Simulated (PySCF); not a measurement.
Saddle point of BNH6, singlet (BH₃ + NH₃ → BNH₄ ([BH2][NH2]) + H₂; bonds formed: H2–H5; dative contacts that become bonds: B1–N6; bonds broken: B1–H2, H5–N6), PBE0-D4/def2-TZVP structure:

| atom | x (Å) | y (Å) | z (Å) |
| --- | --- | --- | --- |
| B1 | -0.2705 | -0.6090 | -0.0629 |
| H2 | 0.8338 | -0.9031 | -0.7976 |
| H3 | -1.1576 | -0.7515 | -0.8554 |
| H4 | -0.1780 | -1.3647 | 0.8622 |
| H5 | 0.8642 | 0.0374 | -0.4808 |
| N6 | 0.0776 | 0.8864 | 0.2717 |
| H7 | -0.4827 | 1.6000 | -0.1619 |
| H8 | 0.3132 | 1.1046 | 1.2247 |

Energies are electronic, without zero-point energy. Barriers and step energies count from the start structure reached by relaxing down the imaginary mode; all methods use the PBE0-D4 structures, on which another method's saddle can fall below an end. Program: PySCF 2.14 with density fitting (its default auxiliary sets; JK sets also for MP2 and CCSD(T)). Basis: def2-TZVPP, with def2-QZVPP for the basis limit. Cores are frozen in the correlated methods. B3LYP uses VWN-RPA correlation. Extrapolation: Hartree–Fock as exp(−7.88 √X), correlation as X^−2.97.

```tsv
method	barrier (eV)	step energy (eV)
SPW92	1.358	0.376
PBE-D4	?	0.081
r2SCAN-D4	1.587	0.057
PBE0-D4	1.612	0.138
B3LYP-D4	?	-0.061
BHLYP-D4	1.833	-0.014
wB97M-V	?	0.023
HF	2.125	-0.192
MP2	1.731	0.032
CCSD	1.843	0.031
CCSD(T)	1.787	0.038
```

Question: Fill in the withheld barriers. (To be estimated.)

Answer: Computed: B3LYP-D4 1.678; wB97M-V 1.703; PBE-D4 1.486 eV. Each is the energy of the saddle less that of the start structure, by the same method.

For comparison, the barrier by CCSD(T) at an estimated basis limit (MP2 extrapolated from triple and quadruple zeta, plus CCSD(T) − MP2 in triple zeta) is 1.731 eV.

No T1 diagnostic of these runs exceeds 0.014. The end structure is not quite a true minimum (one mode of 52i cm⁻¹).

The step is the kind of exchange with an N–H group that builds nitride films in atomic layer and chemical vapour deposition.

Labels in which every atom is bracketed show which atoms are joined, not bond orders.

For scale, one of the runs: CCSD(T)/def2-TZVPP, 146 basis functions, launched by `OMP_NUM_THREADS=4 python run.py`. Time: 26 s of wall clock on 4 CPU threads of an Intel Xeon 6975P-C; the host was shared. Peak host memory: 0.75 GiB.
